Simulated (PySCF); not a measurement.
Ionisation of difluoromethyl radical

Parent: difluoromethyl radical, `F[CH]F` (CHF2•, doublet). Atom numbers as in the mapped SMILES `[F:1][CH:2][F:3]`.

These are calculated values, ωB97X-D3(BJ)/ma-def2-TZVP in PySCF (grid level 2) at geometries from PBE0-D3(BJ)/def2-SVP. The prefix ma- adds one diffuse s and one diffuse p function on all atoms but H. ωB97X-D3(BJ) is ωB97X-V with D3(BJ) in place of VV10. Zero-point and thermal terms (298.15 K, 1 bar) come from unscaled PBE0-D3(BJ)/def2-SVP harmonic frequencies, with soft modes damped to free rotors in the entropy.

Frontier levels of the parent: HOMO -9.35 eV, LUMO 0.34 eV.

Oxidation to the singlet cation:
| Quantity | Value |
| --- | --- |
| Vertical ionisation energy (electronic) | 9.99 eV |
| Adiabatic ionisation energy (with zero-point energy) | 8.79 eV |
| Adiabatic, electronic part | 8.73 eV |
| Vertical gap at the product's structure | 7.88 eV |
| Inner reorganisation energy (four-point) | 2114 meV |
| Relaxation of product / of parent | 1259 / 855 meV |
| Largest changes of atomic charge | C2 0.45, F1 0.21, F3 0.21, H (on C2) 0.13 |
| Distances that move most (Å) | F1–C2 1.317 → 1.226; C2–F3 1.317 → 1.226; C2–H 1.101 → 1.109 |
| Potential in dichloromethane | 5.97 V absolute, 1.27 V against Fc+/Fc computed at 4.70 V (solvation -7 → -283 kJ/mol) |

Vertical ionisation energy to the triplet cation: 15.19 eV. This state was not relaxed.

Solvents are IEF-PCM continua (electrostatics only, gas-phase structures); absolute potentials refer to an electron at rest in vacuum. Fc+/Fc in dichloromethane, 4.70 V, is ωB97X-D3(BJ)/ma-def2-TZVP on PBE0-D3(BJ)/def2-SVP structures with GFN2-xTB thermal terms. Benchmark calculations put it near 5.0 V in acetonitrile and DMSO, so it is about 0.3 V low, and the value against it can read up to that much too high.

Measured values (NIST Chemistry WebBook, evaluated or the median of agreeing entries): adiabatic ionisation energy 8.74 eV (computed 8.79, difference 0.05).

Structures, frequencies and single points took 41 s of wall time on 1 thread of Arm Neoverse V2 (shared host), launched as `OMP_NUM_THREADS=1 python redox_run.py task.json out`.
